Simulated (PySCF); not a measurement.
# C2H2O: the cost of one run

Computed with PySCF 2.14.0 and routines of our own; the level stands in each step. Atoms count from 0.

## Step 1: The starting structure

5 atoms, charge 0, multiplicity 1; geometry from: GFN2-xTB.

## Step 2: Geometry optimisation at PBE0-D3(BJ)/def2-SVP

The job: settings as JSON, then the geometry in Å.

```
{"job": {"xc": "PBE0", "basis": "def2-SVP", "d3": "d3bj", "grid": 1, "kind": "geom"}, "charge": 0, "multiplicity": 1}
C     -0.501155     0.015261     0.150200
C      0.730522    -0.020472    -0.226790
O      1.841199    -0.052777    -0.566428
H     -1.111105    -0.865879     0.135476
H     -0.950838     0.926720     0.490358
```

Run with:

```console
$ OMP_NUM_THREADS=1 python excited_run.py task.json out
```

This one command runs all jobs of the session in turn.

Q: Estimate the wall time and peak memory of this first job on 1 thread of Arm Neoverse V1, shared host.

About 2 s, with a peak of 0.26 GiB.
